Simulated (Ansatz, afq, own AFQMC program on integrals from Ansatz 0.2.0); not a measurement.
Where AFQMC and coupled cluster stand for SiH, quartet

```xyz
2

Si    0.0000    0.0000    0.0000
H     0.0000    0.0000    1.1800
```

Basis cc-pVTZ. Only valence electrons are correlated. Integrals, coupled cluster, full CI and functionals: Ansatz 0.2.0; the random walks run on the same integrals in our own AFQMC program. ph-AFQMC/CISD is guided by a CISD state made of CCSD amplitudes; releasing the constraint for a short imaginary time cuts its bias at the price of noise, slowly where states lie close. Uncertainties: one standard error, sampling alone.

Determinant: UHF, the one that the program's search chose, which needn't be the lowest solution. The geometry is a point of a scan.

Full CI on the same integrals is exact in this basis and with this determinant's frozen core.

Cautions: lower spins were not checked.

The T1 diagnostic is 0.0247 and the weight of the determinant in the CISD state is 0.946. The ⟨S²⟩ of the determinant is 3.752 and the size of the correlated space is 5 electrons in 43 orbitals.

Reference: full CI, correlation energy -2.182 eV. The released energy is read at 2.40 1/Eh (meV from the phaseless value at times in 1/Eh: -0.5 ± 0.9 at 0.24, -1.3 ± 0.7 at 0.51, -2.1 ± 0.8 at 0.99, -3.2 ± 0.6 at 1.62, -2.7 ± 0.6 at 2.40).

| level | E − E(reference) (kcal/mol) | share of correlation (%) |
| --- | --- | --- |
| HF | 50.32 | 0.00 |
| MP2 | 12.09 | 75.98 |
| CCSD | 1.89 | 96.24 |
| CCSD(T) | 0.43 | 99.14 |
| CCSDT | 0.03 | 99.94 |
| CCSDT(Q) | 0.00 | 100.00 |
| CCSDTQ | 0.00 | 100.00 |
| ph-AFQMC/CISD | 0.07 ± 0.03 | 99.85 |
| released AFQMC | 0.01 ± 0.01 | 99.98 |

CCSDT and higher add their correlation energy to the determinant of the CCSD(T) run, since their own runs factorise the integrals more tightly (a shift of under 2 meV). A walk keeps the symmetry of its determinant, which the program's search chose and which needn't be the lowest solution, so a lower state of the same spin and another symmetry isn't excluded. Released energies are given only where the last usable release times agree within the noise; a slower fall can still hide under it.
